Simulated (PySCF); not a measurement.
## Two-photon absorption: `CNCC(C)C`, C5H13N

Geometry:
| atom | x (Å) | y (Å) | z (Å) |
| --- | --- | --- | --- |
| C1 | 2.797 | -0.297 | 0.431 |
| N2 | 1.456 | -0.624 | 0.021 |
| C3 | 0.548 | 0.497 | 0.014 |
| C4 | -0.870 | 0.092 | -0.385 |
| C5 | -1.770 | 1.316 | -0.488 |
| C6 | -1.440 | -0.950 | 0.569 |
| H7 | 2.794 | 0.045 | 1.479 |
| H8 | 3.437 | -1.191 | 0.384 |
| H9 | 3.284 | 0.503 | -0.170 |
| H10 | 1.465 | -1.060 | -0.899 |
| H11 | 0.522 | 0.925 | 1.034 |
| H12 | 0.888 | 1.325 | -0.650 |
| H13 | -0.805 | -0.365 | -1.392 |
| H14 | -2.783 | 1.039 | -0.818 |
| H15 | -1.866 | 1.815 | 0.490 |
| H16 | -1.373 | 2.054 | -1.202 |
| H17 | -1.580 | -0.517 | 1.574 |
| H18 | -2.419 | -1.318 | 0.225 |
| H19 | -0.753 | -1.802 | 0.669 |

The calculation used TDDFT CAM-B3LYP/aug-cc-pVDZ excited states, vertical, gas phase (PySCF). Geometry: PBE0-D3(BJ)/def2-SVP.

How strongly do the lowest singlets absorb one photon, and two photons of half the energy?

δ for parallel linear polarisation; σ at the peak of a Lorentzian of half width 0.1 eV, single beam; Ω is circular over linear.
```tsv
state	E (eV)	f	photon λ (nm)	δ (au)	σ (GM)	Ω	main
S1	5.38	0.003	461	103	1.10	0.83	HOMO→LUMO 0.66, HOMO→LUMO+1 0.13
S2	5.97	0.018	415	99.2	1.30	0.77	HOMO→LUMO+2 0.79
S3	6.25	0.029	397	124	1.77	0.39	HOMO→LUMO+3 0.50, HOMO→LUMO+1 0.24
S4	6.40	0.026	388	87	1.30	0.83	HOMO→LUMO+1 0.40, HOMO→LUMO+3 0.29
S5	6.82	0.005	363	61.4	1.05	0.32	HOMO→LUMO+4 0.46, HOMO→LUMO 0.16
S6	7.04	0.003	352	53.7	0.97	0.94	HOMO→LUMO+5 0.49, HOMO→LUMO+6 0.26
```

Among these, the strongest one-photon state is S3, the strongest two-photon state S3, with a dipole change of 3.1 D (relaxed, norm of the difference vector).
